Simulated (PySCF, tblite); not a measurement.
**C₂H₂FO−: geometry, infrared bands, NMR shifts and spin-spin couplings**

What infrared bands, NMR shifts and spin-spin couplings should C₂H₂FO− (`C=C([O-])F`) show?

The runs use tblite 0.8.0 and PySCF 2.14.0, with density-fitted response routines of our own; the level of theory stands in each step. All values are computed, except where a source is named. Atoms count from 0, in the outputs and in this text.

### 1 The starting structure

6 atoms, charge -1, multiplicity 1; geometry from: force field or distance geometry start.

Bonds of the start (Å): C0–C1 1.32, C1–O2 1.27, C1–F3 1.36, C0–H4 1.09, C0–H5 1.09.

### 2 Relaxing the molecule with GFN2-xTB

The job: settings as JSON, then the geometry in Å.

```
{"job": {"kind": "relax", "xc": "GFN2-xTB", "basis": "xTB"}, "charge": -1, "multiplicity": 1}
C     -0.705500    -0.074100     0.000000
C      0.618300    -0.023300    -0.005700
O      1.479300    -0.951500     0.094700
F      1.135100     1.231800    -0.114600
H     -1.289000     0.838800    -0.076800
H     -1.235100    -1.019800     0.080900
```

On the command line:

```
> OMP_NUM_THREADS=1 python probes_run.py task.json out
```

The driver reads the jobs from task.json and runs them one after another.

The log of the run:

```text
step      E/eV     max force
  0    -388.77692    3.594
  1    -388.87132    3.256
  2    -388.94927    0.457
  3    -388.95606    0.234
  4    -388.95899    0.143
  5    -388.95961    0.109
  6    -388.96025    0.069
  7    -388.96068    0.063
  8    -388.96096    0.051
  9    -388.96113    0.046
 10    -388.96130    0.045
 11    -388.96142    0.034
 12    -388.96149    0.026
 13    -388.96153    0.024
 14    -388.96157    0.024
 15    -388.96160    0.017
 16    -388.96161    0.006
```

Run time: 0.03 s. Hardware: 1 thread of Arm Neoverse V2, shared host.

Along the way:

| step | energy from step 0 (eV) | largest force (eV/Å) |
| --- | --- | --- |
| 0 | 0.0000 | 3.5940 |
| 1 | -0.0944 | 3.2560 |
| 2 | -0.1723 | 0.4567 |
| 3 | -0.1791 | 0.2337 |
| 4 | -0.1821 | 0.1429 |
| 5 | -0.1827 | 0.1089 |
| 6 | -0.1833 | 0.0686 |
| 7 | -0.1838 | 0.0630 |
| 8 | -0.1840 | 0.0511 |
| 9 | -0.1842 | 0.0459 |
| 10 | -0.1844 | 0.0448 |
| 11 | -0.1845 | 0.0343 |
| 12 | -0.1846 | 0.0262 |
| 13 | -0.1846 | 0.0236 |
| 14 | -0.1846 | 0.0244 |
| 15 | -0.1847 | 0.0170 |
| 16 | -0.1847 | 0.0059 |

Distances of close pairs at the start and the end, largest changes first:

| bond | before (Å) | after (Å) | change (Å) |
| --- | --- | --- | --- |
| C1–F3 | 1.362 | 1.506 | +0.144 |
| C1–O2 | 1.270 | 1.223 | -0.047 |
| C0–C1 | 1.325 | 1.341 | +0.016 |
| C0–H4 | 1.086 | 1.076 | -0.011 |
| C0–H5 | 1.087 | 1.078 | -0.009 |

The final coordinates are the input of the step that follows.

### 3 Vibrational analysis with GFN2-xTB

The job: settings as JSON, then the geometry in Å.

```
{"job": {"kind": "ir", "xc": "GFN2-xTB", "basis": "xTB"}, "charge": -1, "multiplicity": 1}
C     -0.721144    -0.083043     0.001798
C      0.619973    -0.098397     0.007437
O      1.499177    -0.945066     0.087273
F      1.152791     1.304246    -0.118549
H     -1.279603     0.832190    -0.082899
H     -1.268071    -1.007940     0.083364
```

The log of the run:

```text
mode    cm-1     km/mol
  1     415.2      1.52
  2     483.8     42.05
  3     510.3    100.69
  4     590.2    235.71
  5     607.3      0.76
  6     644.5     13.75
  7    1008.0     23.86
  8    1203.8    138.42
  9    1438.9     53.00
 10    1876.3    777.13
 11    3074.8     78.35
 12    3104.1    141.54
```

Wall time 0.04 s (1 thread of Arm Neoverse V2, shared host).

Which atoms move in the most intense modes:

| cm⁻¹ | km/mol | atoms |
| --- | --- | --- |
| 484 | 42.0 | F3 56 %, O2 34 % |
| 510 | 100.7 | C0 28 %, C1 25 %, H5 23 %, H4 22 % |
| 590 | 235.7 | C1 44 %, F3 20 %, C0 13 %, O2 13 % |
| 1204 | 138.4 | O2 28 %, C0 24 %, C1 22 %, H5 17 % |
| 1439 | 53.0 | H4 39 %, H5 33 %, C0 19 % |
| 1876 | 777.1 | C1 68 %, O2 17 %, C0 14 % |
| 3075 | 78.3 | H5 82 %, H4 13 % |
| 3104 | 141.5 | H4 80 %, H5 11 % |

### 4 Nuclear shieldings: PBE0/pcSseg-1

The job, as its differences from that of step 3:

```diff
@@ -1,2 +1,2 @@
-{"job": {"kind": "ir", "xc": "GFN2-xTB", "basis": "xTB"}, "charge": -1, "multiplicity": 1}
+{"job": {"kind": "nmr", "xc": "PBE0", "basis": "pcSseg-1"}, "charge": -1, "multiplicity": 1}
 C     -0.721144    -0.083043     0.001798
```

With the program's defaults for keys left out, this is: GIAO PBE0/pcSseg-1 NMR shielding, non-relativistic, gas phase.

The log of the run:

```text
coarse grid: 5584 points
cycle   1  E = -252.0163434782  dE =  4.389e-01  |g| = 9.162e-01  |ddm| = 2.137e+00
cycle   2  E = -251.7673650092  dE =  2.490e-01  |g| = 1.502e+00  |ddm| = 1.826e+00
cycle   3  E = -252.1563483374  dE = -3.890e-01  |g| = 2.845e-01  |ddm| = 1.279e+00
cycle   4  E = -252.1727792711  dE = -1.643e-02  |g| = 5.067e-02  |ddm| = 2.183e-01
cycle   5  E = -252.1730836735  dE = -3.044e-04  |g| = 2.559e-02  |ddm| = 4.512e-02
cycle   6  E = -252.1732209317  dE = -1.373e-04  |g| = 3.942e-03  |ddm| = 2.104e-02
cycle   7  E = -252.1732229433  dE = -2.012e-06  |g| = 1.958e-03  |ddm| = 3.373e-03
final grid: 55976 points
cycle   8  E = -252.2135423090  dE = -6.077e-06  |g| = 1.088e-02  |ddm| = 1.437e-02
cycle   9  E = -252.2134865354  dE =  5.577e-05  |g| = 2.006e-02  |ddm| = 2.011e-02
cycle  10  E = -252.2135649260  dE = -7.839e-05  |g| = 1.592e-03  |ddm| = 1.403e-02
cycle  11  E = -252.2135653746  dE = -4.486e-07  |g| = 2.204e-04  |ddm| = 1.061e-03
cycle  12  E = -252.2135653816  dE = -7.033e-09  |g| = 8.945e-05  |ddm| = 2.359e-04
cycle  13  E = -252.2135653830  dE = -1.428e-09  |g| = 1.288e-05  |ddm| = 6.805e-05
cycle  14  E = -252.2135653831  dE = -3.473e-11  |g| = 5.784e-06  |ddm| = 1.566e-05
converged SCF energy = -252.2135653831

GIAO shielding tensors (ppm)
atom      isotropic    diamagn.    paramagn.     s11        s22        s33       span
  0 C      163.104     255.852     -92.748    130.354    155.435    203.523     73.170
  1 C       14.440     246.046    -231.606    -91.340     16.662    117.997    209.337
  2 O       82.351     404.682    -322.331    -17.307     82.776    181.585    198.892
  3 F      185.425     481.282    -295.857     68.322     83.237    404.715    336.393
  4 H       30.595      32.628      -2.033     26.775     29.819     35.189      8.414
  5 H       31.103      32.529      -1.425     27.234     30.248     35.828      8.593
```

Run time: 4 s. Hardware: 1 thread of Arm Neoverse V2, shared host; peak memory 0.34 GiB.

Shifts follow as δ = σ(reference) − σ, with reference shieldings (ppm) from runs at the same level and on the same kind of geometry: 1H TMS 31.72, 13C TMS 186.9, 19F CFCl3 170.9, 17O H2O 336.1. The references are single molecules in the gas phase, so shifts against H2O, NH3, PH3, H3PO4 or CFCl3 are not on the usual liquid scales and can be off by tens of ppm.

| atoms | environment | σ (ppm) | δ (ppm) |
| --- | --- | --- | --- |
| C1 | fully substituted alkene carbon | 14.4 | 172.5 |
| C0 | terminal =CH2 carbon | 163.1 | 23.8 |
| H4 | hydrogen on a terminal =CH2 carbon | 30.59 | 1.12 |
| H5 | hydrogen on a terminal =CH2 carbon | 31.10 | 0.61 |
| O2 | oxygen bonded to C | 82.4 | 253.7 |
| F3 | vinylic fluorine | 185.4 | -14.5 |

Charges from the same density, by scheme (e):

| atoms | Mulliken | IAO | Hirshfeld | ESP fit |
| --- | --- | --- | --- | --- |
| C0 | -0.48 | -0.66 | -0.33 | -1.23 |
| C1 | 0.40 | 0.49 | 0.08 | 0.83 |
| O2 | -0.54 | -0.60 | -0.42 | -0.69 |
| F3 | -0.46 | -0.45 | -0.28 | -0.43 |

Mayer bond orders: C0–C1 1.58, C1–O2 1.86, C1–F3 0.74.

The fields below are evaluated on a grid from the run's orbitals.

Frontier orbitals at PBE0/pcSseg-1, with the share of their density that lies nearest to each atom:

| orbital | energy (eV) | lies on |
| --- | --- | --- |
| HOMO | 0.09 | C0 48 %; O2 25 %; C1 8 % |
| LUMO | 7.31 | H5 52 %; H4 27 %; C0 11 % |

ELF in a plane through or near 6 of the atoms.

Values, 10 rows by 14 columns:
```
0.00 0.00 0.00 0.00 0.00 0.00 0.00 0.00 0.00 0.00 0.00 0.00 0.00 0.00
0.00 0.00 0.00 0.00 0.00 0.01 0.00 0.00 0.00 0.00 0.00 0.00 0.00 0.00
0.00 0.00 0.01 0.15 0.40 0.55 0.39 0.00 0.25 0.55 0.16 0.00 0.00 0.00
0.00 0.00 0.09 0.56 0.84 0.72 0.74 0.04 0.95 0.99 0.95 0.15 0.00 0.00
0.00 0.00 0.02 0.29 0.62 0.74 0.40 0.43 0.84 0.97 0.72 0.08 0.00 0.00
0.00 0.00 0.11 0.24 0.34 0.48 0.87 0.72 0.60 0.66 0.38 0.05 0.00 0.00
0.00 0.01 0.41 0.84 0.35 0.51 0.56 0.17 0.90 1.00 0.99 0.55 0.01 0.00
0.00 0.00 0.16 0.59 0.84 0.87 0.59 0.01 0.56 0.96 0.89 0.17 0.00 0.00
0.00 0.00 0.00 0.04 0.19 0.28 0.12 0.00 0.01 0.02 0.00 0.00 0.00 0.00
0.00 0.00 0.00 0.00 0.00 0.00 0.00 0.00 0.00 0.00 0.00 0.00 0.00 0.00
```
The map spans 8.0 Å across and 7.6 Å up, centred on the molecule. Atoms in the plane (x, y in Å): C0 (0.7, 0.0), C1 (-0.6, -0.2), O2 (-1.4, -1.1), F3 (-1.3, 1.2), H4 (1.2, 0.9), H5 (1.4, -0.9).

log10 of the density (e/Å³) in the same plane.

Values, 10 rows by 14 columns:
```
-4.0 -4.0 -4.0 -4.0 -4.0 -4.0 -4.0 -4.0 -4.0 -4.0 -4.0 -4.0 -4.0 -4.0
-4.0 -4.0 -4.0 -3.6 -3.0 -2.7 -3.1 -3.6 -3.5 -3.5 -3.7 -4.0 -4.0 -4.0
-4.0 -4.0 -2.7 -1.6 -0.8 -0.7 -1.1 -2.1 -1.9 -1.9 -2.3 -3.0 -3.7 -4.0
-4.0 -3.7 -2.0 -0.7  0.6  1.1 -0.1 -1.2 -0.7 -0.6 -1.3 -2.2 -3.2 -4.0
-4.0 -3.7 -2.1 -1.0  0.0  0.3 -0.1 -0.2  0.2  0.0 -0.9 -1.9 -2.9 -3.9
-4.0 -3.1 -1.8 -1.0 -0.4  0.2  1.3  0.3  1.2  0.0 -0.8 -1.8 -2.8 -3.8
-4.0 -2.7 -1.4 -0.3  0.9  0.8 -0.1 -0.7 -0.2  0.2 -0.7 -1.7 -2.8 -3.8
-4.0 -3.0 -1.7 -0.8  0.0  0.0 -0.8 -1.6 -1.3 -1.1 -1.5 -2.3 -3.2 -4.0
-4.0 -4.0 -3.1 -2.2 -1.7 -1.7 -2.0 -2.8 -2.8 -2.7 -3.0 -3.4 -4.0 -4.0
-4.0 -4.0 -4.0 -4.0 -3.6 -3.5 -3.8 -4.0 -4.0 -4.0 -4.0 -4.0 -4.0 -4.0
```
The map spans 8.0 Å across and 7.6 Å up, centred on the molecule. Atoms in the plane (x, y in Å): C0 (0.7, 0.0), C1 (-0.6, -0.2), O2 (-1.4, -1.1), F3 (-1.3, 1.2), H4 (1.2, 0.9), H5 (1.4, -0.9).

On the surface of density 0.002 e/bohr³ the electrostatic potential runs, from the 1st to the 99th percentile, from -6.58 V near O2 to -3.80 V near H5.

### 5 Spin-spin couplings: B3LYP/pcJ-1

The job, as its differences from that of step 4:

```diff
@@ -1,2 +1,2 @@
-{"job": {"kind": "nmr", "xc": "PBE0", "basis": "pcSseg-1"}, "charge": -1, "multiplicity": 1}
+{"job": {"kind": "j", "xc": "B3LYP", "basis": "pcJ-1"}, "charge": -1, "multiplicity": 1}
 C     -0.721144    -0.083043     0.001798
```

With the program's defaults for keys left out, this is: B3LYP/pcJ-1 indirect spin-spin coupling, non-relativistic, gas phase.

The log of the run:

```text
coarse grid: 5584 points
cycle   1  E = -252.2912604084  dE =  4.291e-01  |g| = 9.925e-01  |ddm| = 2.069e+00
cycle   2  E = -251.9133164941  dE =  3.779e-01  |g| = 1.764e+00  |ddm| = 2.074e+00
cycle   3  E = -252.4429890867  dE = -5.297e-01  |g| = 3.579e-01  |ddm| = 1.537e+00
cycle   4  E = -252.4685501152  dE = -2.556e-02  |g| = 6.955e-02  |ddm| = 2.742e-01
cycle   5  E = -252.4690842875  dE = -5.342e-04  |g| = 3.473e-02  |ddm| = 5.725e-02
cycle   6  E = -252.4693351681  dE = -2.509e-04  |g| = 5.868e-03  |ddm| = 2.811e-02
cycle   7  E = -252.4693396056  dE = -4.438e-06  |g| = 2.815e-03  |ddm| = 4.865e-03
final grid: 55976 points
cycle   8  E = -252.5124992659  dE = -9.882e-05  |g| = 9.063e-03  |ddm| = 1.282e-02
cycle   9  E = -252.5124648756  dE =  3.439e-05  |g| = 1.588e-02  |ddm| = 1.624e-02
cycle  10  E = -252.5125144724  dE = -4.960e-05  |g| = 1.698e-03  |ddm| = 1.123e-02
cycle  11  E = -252.5125149046  dE = -4.322e-07  |g| = 7.103e-04  |ddm| = 1.515e-03
cycle  12  E = -252.5125149784  dE = -7.382e-08  |g| = 1.514e-04  |ddm| = 4.433e-04
cycle  13  E = -252.5125149823  dE = -3.865e-09  |g| = 2.636e-05  |ddm| = 1.028e-04
cycle  14  E = -252.5125149824  dE = -1.413e-10  |g| = 1.091e-05  |ddm| = 2.946e-05
converged SCF energy = -252.5125149824

Indirect spin-spin couplings (Hz)
  i      j    bonds     total        FC       PSO       DSO        SD
  0 C    1 C    1    131.360   135.469    -5.812     0.270     1.433
  0 C    2 O    2     -2.579    -2.647     2.034     0.075    -2.042
  0 C    3 F    2     92.512    97.740    -7.683    -0.137     2.592
  0 C    4 H    1    163.163   159.765     1.983     0.777     0.637
  0 C    5 H    1    155.736   152.169     2.187     0.749     0.630
  1 C    2 O    1     24.020    15.016     9.446    -0.099    -0.343
  1 C    3 F    1   -280.718  -297.927     1.878     0.912    14.418
  1 C    4 H    2     -2.070    -0.947    -0.784    -0.275    -0.065
  1 C    5 H    2     10.466    11.669    -0.830    -0.242    -0.131
  2 O    3 F    2     11.208   -16.184    32.084     0.158    -4.850
  2 O    4 H    3     -1.773    -2.460     0.312     0.384    -0.009
  2 O    5 H    3      0.586    -0.017     0.364     0.144     0.094
  3 F    4 H    3     -3.101     0.254    -2.159     0.101    -1.297
  3 F    5 H    3     38.050    40.244    -0.004    -2.213     0.023
  4 H    5 H    2      1.088     0.292     4.266    -3.481     0.010
```

Run time: 6.8 s. Hardware: 1 thread of Arm Neoverse V2, shared host; peak memory 0.45 GiB.

A choice of the couplings up to four bonds, sorted by the number of bonds; isotopes 13C, 19F, 1H, 17O:

| pair | bonds | J (Hz) | Fermi contact (Hz) | dihedral (°) |
| --- | --- | --- | --- | --- |
| C1–F3 | 1 | -280.7 | -297.9 | – |
| C0–H4 | 1 | 163.2 | 159.8 | – |
| C0–H5 | 1 | 155.7 | 152.2 | – |
| C0–C1 | 1 | 131.4 | 135.5 | – |
| C1–O2 | 1 | 24.0 | 15.0 | – |
| C0–F3 | 2 | 92.5 | 97.7 | – |
| O2–F3 | 2 | 11.2 | -16.2 | – |
| C1–H5 | 2 | 10.5 | 11.7 | – |
| C0–O2 | 2 | -2.6 | -2.6 | – |
| C1–H4 | 2 | -2.1 | -0.9 | – |
| H4–H5 | 2 | 1.1 | 0.3 | – |
| F3–H5 | 3 | 38.0 | 40.2 | 180 |
| F3–H4 | 3 | -3.1 | 0.3 | 0 |
| O2–H4 | 3 | -1.8 | -2.5 | 180 |

Quadrupole couplings from the field gradients of the same density:

| atom | isotope | eQq/h (MHz) | η |
| --- | --- | --- | --- |
| O2 | 17O | -6.031 | 0.79 |

Shifts (PBE0/pcSseg-1, unscaled) and these couplings together give the proton spectrum at 400 MHz below.

1H NMR δ 1.12 (dd, J = 3.1, 1.1 Hz, 1H), 0.61 (dd, J = 38.0, 1.1 Hz, 1H).

### 6 Outcome

| quantity | value |
| --- | --- |
| strongest single infrared mode (GFN2-xTB) | 1876 cm⁻¹, 777 km/mol |
| zero-point energy (GFN2-xTB) | 21.4 kcal/mol |
| 13C shifts against TMS (PBE0/pcSseg-1) | 172.5, 23.8 ppm |
| 1H shifts against TMS (PBE0/pcSseg-1) | 1.12, 0.61 ppm |
| 17O shifts against H2O (PBE0/pcSseg-1) | 253.7 ppm |
| 19F shifts against CFCl3 (PBE0/pcSseg-1) | -14.5 ppm |
| largest coupling of the table (B3LYP/pcJ-1) | 1J(C,F) C1–F3, -280.7 Hz |

In words: Relaxing lowered the energy by 0.185 eV in 16 steps; the close pair that moved most is C1–F3, from 1.362 to 1.506 Å. All 12 modes are real, so the xTB geometry is a minimum. The strongest single mode, at 1876 cm⁻¹, moves mainly C1. Unscaled tight-binding wavenumbers are off by several per cent, some by more. Its intensities can rank the bands wrongly. At PBE0/pcSseg-1: The largest span, 336 ppm, is at F3, where the paramagnetic term is -296 ppm. Of the pairs tabulated at B3LYP/pcJ-1, C1–F3 couples most strongly (-280.7 Hz; Fermi contact -297.9 Hz). At PBE0/pcSseg-1 the HOMO lies above zero (+0.09 eV), as often for anions in the gas phase: self-interaction error lifts it, or the electron is held by the finite basis alone; counter-ions and solvent are missing.
